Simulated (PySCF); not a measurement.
# Identify the compound

Molecular formula: CH$_{3}$BO. Simulated spectra:

$^{1}$H NMR (600 MHz, computed): δ 1.39 (br, 3H).

$^{13}$C{$^{1}$H} NMR (computed): δ 194.1.

Level of theory: GIAO B97-2/pcSseg-2 shieldings, PBE0-D3(BJ)/def2-TZVP structure, in PySCF 2.14 (single conformer, no solvent, equivalent nuclei averaged, relativity neglected).

References, each an isolated molecule treated in the same way: $^{1}$H (31.64 ppm) and $^{13}$C (185.38 ppm) vs TMS.

Problem. Propose a structure and justify it.

Solution. 
1. Carbon types of the structure: 1 × C, leaving 3 H on heteroatoms.
2. δC 194.1: acylium carbon.
3. δH 1.39: hydrogen on a boron bonded to C.

The compound is SMILES [BH3-]C#[O+].

Hydrogens on boron are broadened and split by $^{11}$B (spin 3/2, 80 %) and 10B (spin 3). A carbon bonded to boron is broadened by the quadrupolar boron nucleus and is often missing from a measured spectrum. Shifts are as computed. Against solution values, carbons near 30 ppm lie about +3 ppm off and those near 130 ppm about +7 ppm. Of 1211 compounds with measured shifts, 218 miss one by over three times the rms of a fit or turn the order of signals round; such compounds aren't used in these exercises.
